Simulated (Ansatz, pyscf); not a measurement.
`[OH][CH2][SiH3]` → `[SiH2]` [singlet] + `[CH3][OH]`, a 1,1-elimination on the singlet surface: C–Si, H–Si broken, C–H formed. Single points on ωB97X-D3(BJ)/def2-SVP structures (PySCF, gas phase). Wave-function energies: Ansatz (a first-principles code), frozen core, RHF or UHF references. In kcal/mol, from the reactant's lowest minimum found.

```json
[
 {"level": "PBE0-D3(BJ)/def2-TZVP", "barrier": "77.46", "reaction energy": "+54.86"},
 {"level": "ωB97M-D3(BJ)/def2-TZVP", "barrier": "78.58", "reaction energy": "+50.83"},
 {"level": "CCSD(T)/cc-pV(D+d)Z", "barrier": "80.72", "reaction energy": "+47.04"},
 {"level": "CCSDT(Q)/cc-pV(D+d)Z", "barrier": "[?]", "reaction energy": "[?]"},
 {"level": "CCSD(T)/cc-pV(T+d)Z", "barrier": "79.21", "reaction energy": "+50.15"},
 {"level": "CCSD(T)/cc-pV(Q+d)Z", "barrier": "[?]", "reaction energy": "+51.86"}
]
```

Problem. Some entries are withheld; supply them.

Solution. 
- CCSDT(Q)/cc-pV(D+d)Z, barrier: 80.22
- CCSDT(Q)/cc-pV(D+d)Z, reaction energy: +47.01
- CCSD(T)/cc-pV(Q+d)Z, barrier: 79.40

In cc-pV(D+d)Z, going from CCSD(T) to CCSDT(Q) shifts the barrier by -0.50 and the reaction energy by -0.03 kcal/mol. With HF in the quadruple-zeta basis and the correlation energy extrapolated as X⁻³ from X = 3, 4, CCSD(T) gives 79.53 and +52.86; adding the double-zeta shift gives ΔE‡ = 79.03 and ΔE = +52.83 kcal/mol, without core correlation, relativity or geometry relaxation at these levels. On the product side the descent ends in an adduct with a O–Si contact, 23.68 kcal/mol under the separated species and 49.08 kcal/mol under the saddle at ωB97X-D3(BJ)/def2-TZVP. At ωB97X-D3(BJ)/def2-TZVP the barrier from the zero used here is 81.71 kcal/mol. HO–CH₂–SiH₃ lies 48.90 kcal/mol over its isomer H₃C–SiH₂–OH (electronic energy, ωB97M-D3(BJ)/def2-TZVP). This is the saddle that the search found; another between the same sides may lie lower.
